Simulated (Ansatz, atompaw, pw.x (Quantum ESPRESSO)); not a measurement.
**Sn: does the PAW (atompaw) potential hold in the solid?**

- Element: tin (Sn)
- Generator: atompaw 4.2.0.5
- Type: PAW
- Functional: PBE
- Relativity: scalar-relativistic
- Frozen core: [Kr] 4d10
- Valence charge: 4
- Reference configuration: 5s1.75 5p2.25
- Partial waves: 5s (bound): rc 2.40 bohr; 5s channel at -0.3 Ry: rc 2.40 bohr; 5p (bound): rc 2.90 bohr; 5p channel at 0.15 Ry: rc 2.90 bohr; 5d channel at 0.15 Ry: rc 2.85 bohr; 5d channel at 2.9 Ry: rc 2.90 bohr
- Local potential: bessel scheme, radius 2.00 bohr
- Core correction: smooth core density matched at 1.50 bohr
- Augmentation charge: sinc compensation charge, radius 2.75 bohr; PAW radius 2.90 bohr; waves and projectors: custom rrkj vanderbiltortho

Atomic tests: cutoffs needed: 6 Ry and 8 Ry (the cutoffs (Ry, on a coarse ladder) from which the occupation-weighted sum of valence levels, in a spherical-Bessel basis at the reference potential, stays within 10 and 1 mRy of its value at 400 Ry); ghost test: no extra level below or beside the all-electron valence levels (s, p, d, f tested) (spherical-Bessel basis up to 400 Ry, 20 bohr box); lowest eigenvalue of the overlap operator: 0.36 (s channel).

Crystal test: diamond Sn in pw.x 7.5, no spin, 8³ k-points, Fermi–Dirac smearing 0.01 Ry, cutoffs 40/400 Ry. The lattice is a test structure that the element need not adopt, and mesh and smearing are coarse.

pw.x input:

```
&control
  calculation='scf', prefix='x', pseudo_dir='./', outdir='./tmp', tstress=.true., disk_io='low'
/
&system
  ibrav=0, nat=2, ntyp=1, ecutwfc=40, ecutrho=400, nbnd=11,
  occupations='smearing', smearing='fd', degauss=0.01
/
&electrons
  conv_thr=1e-09, mixing_beta=0.4, electron_maxstep=70
/
ATOMIC_SPECIES
Sn 1.0 Sn.UPF
CELL_PARAMETERS angstrom
  0.00000000 3.32545361 3.32545361
  3.32545361 0.00000000 3.32545361
  3.32545361 3.32545361 0.00000000
ATOMIC_POSITIONS crystal
Sn 0.0000 0.0000 0.0000
Sn 0.2500 0.2500 0.2500
K_POINTS automatic
8 8 8 0 0 0
```

```bash
pw.x < Sn.scf.in > Sn.scf.out
```

**Question.** How does the run end?

**Answer.** It converges; the pressure is 0.48 GPa against 0.16 GPa from all-electron LAPW. The largest radius (2.90 bohr) exceeds half the bond length (2.72 bohr), so the spheres overlap, which is one possible source of error among others. The log shows:

```
     kinetic-energy cutoff     =      40.0000  Ry
     charge density cutoff     =     400.0000  Ry
     scf convergence threshold =      1.0E-09
     Exchange-correlation= SLA PW PBX PBC
     number of k points=    29  Fermi-Dirac smearing, width (Ry)=  0.0100
     iteration #  1     ecut=    40.00 Ry     beta= 0.40
     total energy              =    -667.80497396 Ry
     estimated scf accuracy    <       0.02558919 Ry
     iteration #  2     ecut=    40.00 Ry     beta= 0.40
     total energy              =    -667.80277940 Ry
     estimated scf accuracy    <       0.00792065 Ry
     iteration #  3     ecut=    40.00 Ry     beta= 0.40
     total energy              =    -667.80306331 Ry
     estimated scf accuracy    <       0.00001479 Ry
     iteration #  4     ecut=    40.00 Ry     beta= 0.40
     total energy              =    -667.80307366 Ry
     estimated scf accuracy    <       0.00000250 Ry
     iteration #  5     ecut=    40.00 Ry     beta= 0.40
     total energy              =    -667.80307446 Ry
     estimated scf accuracy    <       0.00000080 Ry
     iteration #  6     ecut=    40.00 Ry     beta= 0.40
     total energy              =    -667.80307463 Ry
     estimated scf accuracy    <       0.00000001 Ry
     iteration #  7     ecut=    40.00 Ry     beta= 0.40
     total energy              =    -667.80307464 Ry
     estimated scf accuracy    <          6.1E-09 Ry
     iteration #  8     ecut=    40.00 Ry     beta= 0.40
     the Fermi energy is     3.6328 ev
!    total energy              =    -667.80307464 Ry
     estimated scf accuracy    <          2.3E-10 Ry
     smearing contrib. (-TS)   =      -0.00136400 Ry
     The total energy is F=E-TS. E is the sum of the following terms:
     one-electron contribution =       4.61004251 Ry
     hartree contribution      =       1.08977786 Ry
     xc contribution           =     -39.52912785 Ry
     ewald contribution        =     -13.71516117 Ry
     one-center paw contrib.   =    -620.25724197 Ry
     convergence has been achieved in   8 iterations
          total   stress  (Ry/bohr**3)                   (kbar)     P=        4.77
```
